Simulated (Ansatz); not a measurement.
**Setting up C2H4F2 (1,1-difluoroethane) in Ansatz**

C2H4F2: 8 atoms, total charge 0, spin state singlet. As SMILES, `CC(F)F`. Geometry: relaxed at PBE0-D4/def2-TZVP.

```
atom    x (Å)    y (Å)    z (Å)
   C   0.0033   0.7776   0.0233
   C  -0.0520  -0.7182  -0.0082
   F   0.9255  -1.2434   0.7791
   F   0.1682  -1.1721  -1.2719
   H   0.9814   1.1119  -0.3254
   H  -0.1572   1.1328   1.0418
   H  -0.7710   1.1906  -0.6240
   H  -1.0061  -1.1364   0.3295
```

Settings wanted:

| Setting | Value |
| --- | --- |
| basis set | 6-31G* |
| integral approximation | automatic |
| integration grid | 5,4,17 |
| task | energy |
| method | DFT |
| functional | B97M-V |
| reference | RKS |
| relativity | none |
| accuracy | medium |
| d and f functions | Cartesian |

Q: Write the Ansatz 0.2.0 input and the command.

A: This one ran through:

input.yaml:
```yaml
crystal:
  periodic: [false, false, false]
  atoms:
    - {symbol: C, position_ang: [0.003300, 0.777600, 0.023300]}
    - {symbol: C, position_ang: [-0.052000, -0.718200, -0.008200]}
    - {symbol: F, position_ang: [0.925500, -1.243400, 0.779100]}
    - {symbol: F, position_ang: [0.168200, -1.172100, -1.271900]}
    - {symbol: H, position_ang: [0.981400, 1.111900, -0.325400]}
    - {symbol: H, position_ang: [-0.157200, 1.132800, 1.041800]}
    - {symbol: H, position_ang: [-0.771000, 1.190600, -0.624000]}
    - {symbol: H, position_ang: [-1.006100, -1.136400, 0.329500]}
basis:
  gaussian:
    orbitals: "6-31G*"
    final_grid: {core_spheres: 5, valence_spheres: 4, degree: 17}
hamiltonian: {xc: {name: B97M-V}}
```

```bash
$ ansatz run input.yaml --threads 1 --pin off --max-ram 3480MiB --events-out events.jsonl --progress --plain --runs-dir runs
```

Calculated total energy: -278.22750 Eh.
